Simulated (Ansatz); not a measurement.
Coupled-cluster run, `F/C=C/Cl`.

```yaml
crystal:
  periodic: [false, false, false]
  atoms:
    - {symbol: F, position_ang: [-0.308326, 1.774920, 0.089717]}
    - {symbol: C, position_ang: [-0.014994, 0.565078, -0.386457]}
    - {symbol: C, position_ang: [0.005115, -0.486469, 0.411667]}
    - {symbol: Cl, position_ang: [0.378696, -2.049174, -0.181103]}
    - {symbol: H, position_ang: [0.191850, 0.551864, -1.449456]}
    - {symbol: H, position_ang: [-0.210341, -0.420217, 1.469431]}
basis:
  gaussian: {orbitals: def2-TZVPP}
correlation: {method: ccsd_t}
output: {orbitals: {seedname: orbitals}}
```

```sh
$ ansatz run in.yaml --threads 2 --pin off --events-out ev --progress --plain
```

Log, shortened:

```
Functional definition: HF
1006 factors; integrals over basis functions are off by at most 1.0e-3 eV
mean field evaluation 1: about -17301.7304 eV, gradient 2.3e1 eV
mean field evaluation 2: about -17301.9550 eV, gradient 2.3e1 eV
mean field evaluation 4: about -17303.2890 eV, gradient 3.6e0 eV
mean field evaluation 8: about -17303.3203 eV, gradient 2.0e-1 eV
mean field -17303.32058954 eV, -635.8853030537 hartree, gradient 2.0e-6 eV, S^2 0.000000; 0 other end points of the search recorded, 0 dependent functions left out
8 core orbitals not correlated: weight in the atoms' cores, before any rotation towards them, 1.000 or more for the frozen orbitals, at most 0.000 for the correlated occupied ones
reference -17303.32058954 eV, -635.8853030537 hartree; 12, 12 occupied and 143, 143 virtual orbitals, 1006 factors
second order -20.48779834 eV of doubles, -0.00000000 eV of singles
cycle   1  -20.69826064 eV  change   -2.1e-1 eV  update   9.4e-2
cycle   2  -21.15991939 eV  change   -4.6e-1 eV  update   3.0e-2
cycle   3  -21.28037210 eV  change   -1.2e-1 eV  update   1.5e-2
cycle   4  -21.27226538 eV  change    8.1e-3 eV  update   3.8e-3
cycle   5  -21.27077373 eV  change    1.5e-3 eV  update   1.6e-3
cycle   6  -21.27178644 eV  change   -1.0e-3 eV  update   4.2e-4
cycle   7  -21.27167965 eV  change    1.1e-4 eV  update   1.3e-4
cycle   8  -21.27162036 eV  change    5.9e-5 eV  update   4.5e-5
cycle   9  -21.27162592 eV  change   -5.6e-6 eV  update   1.8e-5
perturbative correction -0.87669093 eV, -0.0322177973 hartree
Total energy: -17325.46890639 eV, -636.6992386851 hartree
```

It took 25 s on 2 threads of a server CPU on a shared host, with 1.3 GiB of host memory at the peak.

The correlation energy is -22.148 eV, 4.0 % of it from (T); the T1 diagnostic reads 0.0114.
